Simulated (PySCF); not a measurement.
## Identify the compound

An unknown has the formula C₂F₃N. Its calculated NMR data are:

13C{1H} NMR (computed): δ 118.9 (C, q, J = 344.4 Hz), 112.6 (C, q, J = 58.7 Hz).

Computed data (PySCF 2.14.0 with density-fitted response routines): NMR shieldings at PBE0/pcSseg-1/GIAO, geometry from GFN2-xTB, spin–spin couplings from B3LYP/pcJ-1. Non-relativistic Hamiltonian, averaged over atoms made equivalent by symmetry, fast rotation or ring inversion, in vacuum, one conformer.

Chemical shifts δ = σref − σ; 13C (σ = 186.93 ppm) against TMS, all at this level.

Question: What is the structure?

Answer: 
The formula gives 2 degrees of unsaturation (no ring in the answer). 2 carbon signals for 2 carbons: no two carbons are equivalent. Carbon types of the structure: 2 × C. δC 118.9: CF3 carbon; 3 electronegative neighbours deshield it. δC 112.6: nitrile carbon; this is the usual window of a C≡N carbon, which has no attached hydrogen.

Structure: `N#CC(F)(F)F`.

The shifts were computed for this structure.

Common functionals overestimate the size of one-bond C–F couplings by tens of Hz; these are unscaled. Shifts are as computed. Against solution values, carbons near 30 ppm lie about +3 ppm off and those near 130 ppm about +5 ppm. Of 1211 compounds with measured shifts, 218 miss one by over three times the rms of a fit or turn the order of signals round; such compounds aren't used in these exercises.
